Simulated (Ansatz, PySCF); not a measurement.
Stepwise substitution at one centre (Si F-H). All species are isolated molecules in the gas phase. Strings in code marks are SMILES.

Quantity: vertical ionisation energy (energy after one electron is removed minus that of the parent at the parent's geometry), in eV.

Level 1: frozen-core MP2/cc-pVTZ // PBE0-D3(BJ)/def2-TZVP (Ansatz, a quantum-chemistry and plane-wave program)
Level 2: PBE/6-31G* // PBE0-D3(BJ)/def2-TZVP (PySCF)
Level 3: minus the HOMO energy of TPSSh-D3(BJ)/def2-TZVP // PBE0-D3(BJ)/def2-TZVP (PySCF)
Level 4: HF/6-31G* // PBE0-D3(BJ)/def2-TZVP (PySCF)

```json
[
 {"species": "`F[SiH](F)F`", "level 1": "14.40", "level 2": "?", "level 3": "?", "level 4": "14.23"},
 {"species": "`[SiH4]`", "level 1": "12.81", "level 2": "12.17", "level 3": "?", "level 4": "12.48"},
 {"species": "`F[SiH2]F`", "level 1": "13.03", "level 2": "11.94", "level 3": "9.22", "level 4": "12.72"}
]
```

Problem. Complete the blanks.

Solution. 
- `F[SiH](F)F`, level 2: 13.20
- `F[SiH](F)F`, level 3: 10.43
- `[SiH4]`, level 3: 9.29
